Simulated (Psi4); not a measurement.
# SiNH3 (SMILES [N][SiH3]) at 3 levels

Aim: a comparison of 3 runs (UM06-2X/6-31G, UB3LYP/6-31G*, USCS-OMP2/heavy-aug-cc-pVDZ) of SiNH3. 

The results are computed with Psi4 1.11.

1 further run of the same task is left out (set aside as unsound or not needed).

## Step 1: The system as given

The species is SiNH3 (5 atoms), meant as a triplet with charge 0. As SMILES, `[N][SiH3]`. Geometry: relaxed at GFN2-xTB.

Bond lengths: N1–Si2 1.655 Å, Si2–H3 1.476 Å, Si2–H4 1.476 Å, Si2–H5 1.476 Å. Angles: N1–Si2–H3 111.3°, N1–Si2–H4 111.1°, N1–Si2–H5 111.1°, H3–Si2–H4 107.7°, H3–Si2–H5 107.7°, H4–Si2–H5 107.7°.

## Step 2: Energy and gradient at UM06-2X/6-31G (run 1)

The input, input.json:

```json
{
  "schema_name": "qcschema_input",
  "schema_version": 1,
  "molecule": {
    "schema_name": "qcschema_molecule",
    "schema_version": 2,
    "symbols": ["N", "Si", "H", "H", "H"],
    "geometry": [-2.90380985, 0.63179214, 0.90614257, 0.0193508, -0.00442196, -0.00721875, 0.12273771, -0.59186222, -2.73139124, 1.04898697, -2.19771369, 1.37422774, 1.71273438, 2.16220573, 0.45823969],
    "molecular_charge": 0,
    "molecular_multiplicity": 3,
    "fix_symmetry": "c1",
    "fix_com": true,
    "fix_orientation": true
  },
  "driver": "gradient",
  "model": {
    "method": "m06-2x",
    "basis": "6-31G"
  },
  "keywords": {
    "reference": "uks",
    "puream": true,
    "e_convergence": 1e-09,
    "d_convergence": 1e-08,
    "scf_type": "pk",
    "dft_radial_points": 99,
    "dft_spherical_points": 590,
    "maxiter": 200,
    "scf_properties": ["MAYER_INDICES", "MULLIKEN_CHARGES", "DIPOLE"]
  }
}
```

On the command line:

```console
psi4 --qcschema input.json -n 1 --memory 1600MB
```

stdout:

```text
[...]
  Running in c1 symmetry.
[...]
  Nuclear repulsion =   51.355040895474829
[...]
  Multiplicity = 3
[...]
  Nalpha       = 13
  Nbeta        = 11
[...]
    Number of basis functions: 28
[...]
   @UKS iter   1:  -345.63821899349995   -4.55682e-01   1.49756e-02 DIIS/ADIIS
[...]
   @UKS iter  13:  -345.77473928815584   -1.47793e-12   4.94842e-09 DIIS
[...]
   @S^2 Observed:                2.008709094E+00
[...]
    Orbital Energies [Eh]
    ---------------------
    Alpha Occupied:
       1A    -67.022903     2A    -14.814815     3A     -5.588104
       4A     -3.895910     5A     -3.893407     6A     -3.893406
       7A     -0.963936     8A     -0.616205     9A     -0.472884
      10A     -0.472866    11A     -0.414166    12A     -0.372962
      13A     -0.372888
    Alpha Virtual:
      14A      0.057433    15A      0.114388    16A      0.114587
      17A      0.162234    18A      0.214905    19A      0.246834
      20A      0.246839    21A      0.406698    22A      0.776562
      23A      0.776806    24A      0.792549    25A      0.971577
[...]
  @UKS Final Energy:  -345.77473928815584
   => Energetics <=
    Nuclear Repulsion Energy =             51.3550408954748292
    One-Electron Energy =                -578.5196274882870284
    Two-Electron Energy =                 195.1089902535643432
    DFT Exchange-Correlation Energy =     -13.7191429489080186
    Empirical Dispersion Energy =           0.0000000000000000
    VV10 Nonlocal Energy =                  0.0000000000000000
    Total Energy =                       -345.7747392881558426
[...]
 Multipole Moments:
 ------------------------------------------------------------------------------------
     Multipole            Electronic (a.u.)      Nuclear  (a.u.)        Total (a.u.)
 ------------------------------------------------------------------------------------
 L = 1.  Multiply by 2.5417464519 to convert [e a0] to [Debye]
 Dipole X            :         17.8792756          -17.1712987            0.7079769
 Dipole Y            :         -3.8875757            3.7332674           -0.1543083
 Dipole Z            :         -5.5657558            5.3430117           -0.2227442
 Magnitude           :                                                    0.7580615
[...]
  Mulliken Charges: (a.u.)
   Center  Symbol    Alpha    Beta     Spin     Total
       1     N     4.62461  2.71578  1.90883 -0.34039
       2    SI     6.60716  6.82465 -0.21749  0.56818
       3     H     0.58937  0.48658  0.10279 -0.07596
       4     H     0.58943  0.48649  0.10294 -0.07591
       5     H     0.58943  0.48649  0.10294 -0.07592
   Total alpha = 13.00000, Total beta = 11.00000, Total charge = -0.00000
  Mayer Bond Indices:
  Total Bond Index:
[...]
  -Total Gradient:
     Atom            X                  Y                   Z
    ------   -----------------  -----------------  -----------------
       1        0.113796014535    -0.024761676819    -0.035488150404
       2       -0.109426100459     0.023800507831     0.034043571353
       3        0.001255837193     0.001592296258     0.008431161149
       4       -0.001821922441     0.006805509198    -0.004945919061
       5       -0.003980675043    -0.007395373073    -0.001990796083
[...]
```

The result, in JSON:

```text
{
 "driver": "gradient",
 "model": {
  "method": "m06-2x",
  "basis": "6-31G"
 },
 "success": true,
 "return_result": [0.1137960145345813, -0.024761676819331484, -0.035488150403587895, -0.10942610045947807, 0.023800507831339923, 0.034043571353257154, 0.0012558371931811118, 0.001592296258121238, 0.008431161148863373, -0.0018219224408519245, 0.006805509198167303, -0.004945919060842872, -0.003980675042637043, -0.007395373073250611, -0.0019907960829285004],
 "properties": {
  "calcinfo_nbasis": 28,
  "calcinfo_nmo": 28,
  "calcinfo_nalpha": 13,
  "calcinfo_nbeta": 11,
  "calcinfo_natom": 5,
  "nuclear_repulsion_energy": 51.35504089547483,
  "return_energy": -345.77473928815584,
  "return_gradient": [0.1137960145345813, -0.024761676819331484, -0.035488150403587895, -0.10942610045947807, 0.023800507831339923, 0.034043571353257154, 0.0012558371931811118, 0.001592296258121238, 0.008431161148863373, -0.0018219224408519245, 0.006805509198167303, -0.004945919060842872, -0.003980675042637043, -0.007395373073250611, -0.0019907960829285004],
  "scf_one_electron_energy": -578.519627488287,
  "scf_two_electron_energy": 195.10899025356434,
  "scf_xc_energy": -13.719142948908019,
  "scf_dipole_moment": [0.7079768922868332, -0.1543083199418276, -0.22274415299565575],
  "scf_total_energy": -345.77473928815584,
  "scf_total_gradient": [0.1137960145345813, -0.024761676819331484, -0.035488150403587895, -0.10942610045947807, 0.023800507831339923, 0.034043571353257154, 0.0012558371931811118, 0.001592296258121238, 0.008431161148863373, -0.0018219224408519245, 0.006805509198167303, -0.004945919060842872, -0.003980675042637043, -0.007395373073250611, -0.0019907960829285004],
  "scf_iterations": 13
 }
}
```

It took 19 s on 1 thread of Intel Xeon Platinum 8259CL at 2.50GHz (Skylake/Cascade Lake), shared host; peak memory 0.77 GiB.

## Step 3: Energy and gradient at UB3LYP/6-31G(d) (Cartesian functions) (run 2)

The input, h3nsi.xyz:

```xyz
5
H3NSi
N     -1.536630     0.334330     0.479510
Si     0.010240    -0.002340    -0.003820
H      0.064950    -0.313200    -1.445390
H      0.555100    -1.162980     0.727210
H      0.906340     1.144190     0.242490
```

The input, calc.py:

```python
import psi4

psi4.set_memory(1600000000)
psi4.set_num_threads(1)
psi4.core.set_output_file('h3nsi.out', False)

with open('h3nsi.xyz') as f:
    atoms = ''.join(f.readlines()[2:])
mol = psi4.geometry('0 3\n' + atoms + 'symmetry c1')

psi4.set_options({
    'reference': 'uks',
    'puream': False,
    'e_convergence': 1e-09,
    'd_convergence': 1e-08,
    'scf_type': 'pk',
    'dft_radial_points': 99,
    'dft_spherical_points': 590,
    'maxiter': 200,
})

E, wfn = psi4.gradient("b3lyp/6-31G*", return_wfn=True)
psi4.oeprop(wfn, "WIBERG_LOWDIN_INDICES", "MAYER_INDICES", "LOWDIN_CHARGES")
print('gradient / Eh bohr^-1')
print(E.np.round(6))
print(f'energy = {wfn.energy():.10f} Eh')
```

On the command line:

```console
python calc.py
```

h3nsi.out:

```text
[...]
  Running in c1 symmetry.
[...]
  Nuclear repulsion =   51.355040844779239
[...]
  Multiplicity = 3
[...]
  Nalpha       = 13
  Nbeta        = 11
[...]
    Number of basis functions: 40
[...]
   @UKS iter   1:  -345.77645445774874   -4.02459e-01   1.18446e-02 DIIS/ADIIS
[...]
   @UKS iter  12:  -345.91863061708978   -1.70530e-13   2.64655e-09 DIIS
[...]
   @S^2 Observed:                2.006587480E+00
[...]
    Orbital Energies [Eh]
    ---------------------
    Alpha Occupied:
       1A    -66.135124     2A    -14.390036     3A     -5.294106
       4A     -3.652407     5A     -3.651609     6A     -3.651608
       7A     -0.841627     8A     -0.531224     9A     -0.399418
      10A     -0.399400    11A     -0.344780    12A     -0.316064
      13A     -0.315974
    Alpha Virtual:
      14A      0.020644    15A      0.079835    16A      0.080046
      17A      0.131666    18A      0.186008    19A      0.218259
      20A      0.218265    21A      0.353411    22A      0.565644
      23A      0.565662    24A      0.625164    25A      0.625259
[...]
  @UKS Final Energy:  -345.91863061708978
   => Energetics <=
    Nuclear Repulsion Energy =             51.3550408447792393
    One-Electron Energy =                -578.9203986408549554
    Two-Electron Energy =                 204.9699113272054660
    DFT Exchange-Correlation Energy =     -23.3231841482196636
    Empirical Dispersion Energy =           0.0000000000000000
    VV10 Nonlocal Energy =                  0.0000000000000000
    Total Energy =                       -345.9186306170898320
[...]
 Multipole Moments:
 ------------------------------------------------------------------------------------
     Multipole            Electronic (a.u.)      Nuclear  (a.u.)        Total (a.u.)
 ------------------------------------------------------------------------------------
 L = 1.  Multiply by 2.5417464519 to convert [e a0] to [Debye]
 Dipole X            :         -2.1052760            2.6745596            0.5692836
 Dipole Y            :          0.4574952           -0.5816206           -0.1241254
 Dipole Z            :          0.6536611           -0.8329727           -0.1793116
 Magnitude           :                                                    0.6096258
[...]
  -Total Gradient:
     Atom            X                  Y                   Z
    ------   -----------------  -----------------  -----------------
       1        0.070815159046    -0.015406369157    -0.022057319692
       2       -0.069251612659     0.015054998714     0.021479802575
       3        0.001666237879     0.001108402792     0.006436784388
       4       -0.000765108395     0.005208854098    -0.004091110400
       5       -0.002465238854    -0.005965325485    -0.001768084835
[...]
```

On the terminal:

```text
gradient / Eh bohr^-1
[[ 0.070815 -0.015406 -0.022057]
 [-0.069252  0.015055  0.02148 ]
 [ 0.001666  0.001108  0.006437]
 [-0.000765  0.005209 -0.004091]
 [-0.002465 -0.005965 -0.001768]]
energy = -345.9186306171 Eh
```

Wall time 15 s (1 thread of Intel Xeon Platinum 8259CL at 2.50GHz (Skylake/Cascade Lake), shared host); peak memory 0.53 GiB.

## Step 4: A single-point energy at USCS-OMP2/heavy-aug-cc-pVDZ (fitted SCF) (run 3)

The input, job.py:

```python
import psi4

psi4.set_memory('1600 MB')
psi4.set_num_threads(1)
psi4.core.set_output_file('run.log', False)

geom = psi4.geometry("""
0 3
N
Si 1 1.655222
H 2 1.475721 1 111.26844
H 2 1.475928 3 107.72827 1 122.03018
H 2 1.475871 3 107.70779 4 115.92567
""")

psi4.set_options({
    'reference': 'uhf',
    'scf_type': 'disk_df',
    'mp2_type': 'conv',
})

e = psi4.energy("scs-omp2/heavy-aug-cc-pVDZ")
print(f'scs-omp2/heavy-aug-cc-pVDZ energy: {e:.10f} Eh')
for k, v in sorted(psi4.core.scalar_variables().items()):
    print(f'{k:45s} {v:18.10f}')
```

On the command line:

```console
python job.py
```

run.log:

```text
[...]
  Running in c1 symmetry.
[...]
  Nuclear repulsion =   51.355046571734498
[...]
  Multiplicity = 3
[...]
  Nalpha       = 13
  Nbeta        = 11
[...]
    Number of basis functions: 65
[...]
   @DF-UHF iter   1:  -344.84584942090356   -7.40300e-01   6.47216e-03 DIIS/ADIIS
[...]
   @DF-UHF iter  16:  -345.05749312589307   -7.38964e-12   2.67346e-09 DIIS
[...]
   @S^2 Observed:                2.015907541E+00
[...]
    Orbital Energies [Eh]
    ---------------------
    Alpha Occupied:
       1A    -68.795632     2A    -15.631636     3A     -6.149527
       4A     -4.256253     5A     -4.254777     6A     -4.254775
       7A     -1.187740     8A     -0.717703     9A     -0.589097
      10A     -0.589069    11A     -0.528173    12A     -0.474030
      13A     -0.473914
    Alpha Virtual:
      14A      0.051657    15A      0.063714    16A      0.063719
      17A      0.065107    18A      0.152670    19A      0.169634
      20A      0.169774    21A      0.188393    22A      0.188403
      23A      0.195627    24A      0.266915    25A      0.281260
[...]
  @DF-UHF Final Energy:  -345.05749312589307
   => Energetics <=
    Nuclear Repulsion Energy =             51.3550465717344977
    One-Electron Energy =                -578.5484897755479778
    Two-Electron Energy =                 182.1359500779203984
    Total Energy =                       -345.0574931258930746
  UHF NO Occupations:
  HONO-2 :   11  A 1.9957699
  HONO-1 :   12  A 1.0000000
[...]
 Multipole Moments:
 ------------------------------------------------------------------------------------
     Multipole            Electronic (a.u.)      Nuclear  (a.u.)        Total (a.u.)
 ------------------------------------------------------------------------------------
 L = 1.  Multiply by 2.5417464519 to convert [e a0] to [Debye]
 Dipole X            :          0.0001758           -0.0000802            0.0000956
 Dipole Y            :         -0.0043266            0.0026054           -0.0017212
 Dipole Z            :         -2.3549042            2.8610116            0.5061075
 Magnitude           :                                                    0.5061104
[...]
	SCS-MP2 Total Energy (a.u.)        :  -345.27952125845854
	SOS-MP2 Total Energy (a.u.)        :  -345.28190716350821
[...]
	MP2 Total Energy (a.u.)            :  -345.27860799829557
[...]
	SCS-OMP2 Total Energy (a.u.)       :  -345.28239343411838
	SOS-OMP2 Total Energy (a.u.)       :  -345.26645212268977
[...]
	OMP2 Total Energy (a.u.)           :  -345.27860799829051
[...]
```

Run time: 28 s. Hardware: 1 thread of Intel Xeon Platinum 8259CL at 2.50GHz (Skylake/Cascade Lake), shared host; peak memory 0.38 GiB.

## Step 5: All runs side by side

```tsv
run	level	Cartesian functions	properties	energy (Eh)	dipole moment (D)	HOMO energy (eV)	LUMO energy (eV)	wall time
1	UM06-2X/6-31G	no	(mayer, mulliken, dipole)	-345.774739	1.93	-9.68	-2.01	19 s
2	UB3LYP/6-31G* (Cartesian functions)	yes	(wiberg, mayer, lowdin)	-345.918631	1.55	-8.34	-3.64	15 s
3	USCS-OMP2/heavy-aug-cc-pVDZ (fitted SCF)	no	–	-345.282393	–	-12.54	1.40	28 s
```

## Step 6: Results

```
                                                         quantity          value
                                              run 3: total energy  -345.28239 Eh
run 3: HOMO energy (Hartree–Fock orbitals) (highest over α and β)      -12.54 eV
 run 3: LUMO energy (Hartree–Fock orbitals) (lowest over α and β)        1.40 eV
                                        run 3: correlation energy     -224.9 mEh
                         run 3: ⟨S²⟩ of the reference determinant          2.016
```

In words: Totals of different functionals can't be ranked against each other. All runs together took 62 s, the longest 28 s.
